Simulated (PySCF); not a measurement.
**Band gap of rock-salt MgS at several levels of theory**

No measured value is used here.

| level (code) | value (eV) |
|---|---|
| PBE (PySCF) | 2.78 ± 0.06 |
| PBE0 (PySCF) | 4.58 ± 0.03 |
| Hartree–Fock (PySCF) | 10.47 ± 0.1 |
| evGW@PBE (PySCF) | 5.08 ± 0.09 |
| G0W0@Hartree–Fock (PySCF) | 6.27 ± 0.1 |
| G0W0@PBE (PySCF) | 4.47 ± 0.08 |
| G0W0@PBE0 (PySCF) | 5.06 ± 0.08 |

Computed values are for a static lattice.  A ± on a computed value is a rough bar: the spread of its extrapolation, a floor set from checks against published values, or a statistical error. Values are at the measured cell.
